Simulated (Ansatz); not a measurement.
# Worked example: the enthalpy of formation of C2F3N (cyanotrifluoromethane)

The species is C2F3N (6 atoms), meant as a singlet with charge 0. SMILES: `N#CC(F)(F)F`. Geometry: relaxed at PBE0-D4/def2-TZVP.

Total energies at RPA@PBE/cc-pVDZ, 6 core orbitals frozen (Ansatz 0.2.0); the atoms run unrestricted:

| species | state | energy (Eh) |
| --- | --- | --- |
| C2F3N | singlet | -429.839787 |
| N | quartet | -54.532870 |
| C | triplet | -37.817495 |
| F | doublet | -99.609197 |

Harmonic wavenumbers at PBE0-D4/def2-TZVP, in cm⁻¹: 197, 197, 472, 472, 526, 637, 637, 826, 1232, 1232, 1250, 2412.

Measured heats of formation of the gaseous atoms at 298.15 K, in kJ/mol: N 472.4, C 716.9, F 79.4. Spin-orbit lowering of the atoms at 298 K (mean of the ground term's levels less their thermal mean, from spectra), in kJ/mol: C 0.02, F 1.29. Take 1 Eh = 2625.50 kJ/mol, 1 cm⁻¹ = 0.0119627 kJ/mol, RT = 2.479 kJ/mol.

Work out the heat of formation of the gas at 298 K.


1. Electronic atomisation energy: (-54.532870) + 2 × (-37.817495) + 3 × (-99.609197) − (-429.839787) = 0.844336 Eh = 2216.8 kJ/mol.
2. Zero-point energy: half the sum of the wavenumbers, 5045 cm⁻¹ = 60.4 kJ/mol.
3. Thermal vibrational enthalpy, Σ hcν̃/(exp(hcν̃/kT) − 1): 5.8 kJ/mol. Translation, rotation and pV of a non-linear molecule: 4 RT = 9.9 kJ/mol.
4. The 6 free atoms carry 5/2 RT each: 37.2 kJ/mol.
5. Spin-orbit coupling lowers the free atoms by 2 × 0.02 + 3 × 1.29 = 3.9 kJ/mol.
6. Atomisation enthalpy at 298 K: 2216.8 − 3.9 − 60.4 − 5.8 − 9.9 + 37.2 = 2174.0 kJ/mol.
7. Sum of the atoms' heats of formation: 2144.4 kJ/mol. Heat of formation: 2144.4 − 2174.0 = -29.6 kJ/mol.

The tabulated value is -495.4 kJ/mol (NIST-JANAF tables), so this level is off by +465.8 kJ/mol, or 17.6 % of the atomisation enthalpy that the table implies (2639.7 kJ/mol). Anharmonicity and any spin-orbit splitting of the molecule are left out, and so is core correlation.
